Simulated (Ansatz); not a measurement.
# Which is lower?

Two relaxed structures of AlSiH₃O, singlet (PBE0-D4/def2-TZVP; forces vanish, vibrations not checked).

A:

```
atom    x (Å)    y (Å)    z (Å)
  O1   0.4124  -0.2453   0.1394
 Al2  -0.5309   1.1141  -0.2216
 Si3   1.4379  -1.4559   0.5176
  H4   0.4666  -2.6361   0.2823
  H5  -0.5213   1.6285  -1.7127
  H6  -1.3412   1.7699   0.9623
```

B:

```
atom    x (Å)    y (Å)    z (Å)
  O1  -0.8340  -0.6716  -0.2201
 Al2   0.7707  -1.1037   0.2946
 Si3  -0.2212   0.8981  -0.1152
  H4   1.3976  -2.5263   0.5618
  H5  -0.2055   1.6412  -1.4056
  H6  -0.9076   1.7623   0.8846
```

Program: Ansatz 0.2.0. Basis: def2-TZVPP. Cores are frozen in the correlated methods. B3LYP uses VWN-RPA correlation.

Problem. Which structure is lower at CCSD(T), and by how much? (An estimate is asked for; the value comes from the calculation.)

Solution. By the calculation: A, by 27.2 kJ/mol (electronic energy, against the other). By their contacts, A is AlSiH₃O ([AlH2][O][SiH]) and B is AlSiH₃O ([O]1[AlH][SiH2]1).

Problem. Do the other methods give the same order? (Judge from chemistry; the calculation decides.)

Solution. Computed: Not all: r2SCAN-D4 gives the other order.

```json
{"method": "PBE-D4", "E(B) − E(A) (kJ/mol)": "1.8"}
{"method": "r2SCAN-D4", "E(B) − E(A) (kJ/mol)": "-0.6"}
{"method": "PBE0-D4", "E(B) − E(A) (kJ/mol)": "5.8"}
{"method": "B3LYP-D4", "E(B) − E(A) (kJ/mol)": "32.6"}
{"method": "wB97M-V", "E(B) − E(A) (kJ/mol)": "31.7"}
{"method": "HF", "E(B) − E(A) (kJ/mol)": "60.1"}
{"method": "MP2", "E(B) − E(A) (kJ/mol)": "17.6"}
{"method": "CCSD", "E(B) − E(A) (kJ/mol)": "34.6"}
{"method": "CCSD(T)", "E(B) − E(A) (kJ/mol)": "27.2"}
```

The T1 diagnostic stays at or below 0.017. The restricted Hartree–Fock reference is unstable towards an unrestricted one at one or more of these structures.

Labels in which every atom is bracketed show which atoms are joined, not bond orders.

For scale, one of the runs: CCSD(T)/def2-TZVPP, 157 basis functions, launched by `ansatz run in.yaml --threads 2 --pin off --events-out ev --progress --plain --max-ram 4352MiB`. Time: 14 s of wall clock on 2 CPU threads of an Arm Neoverse V2; the host was shared. Peak host memory: 0.98 GiB.
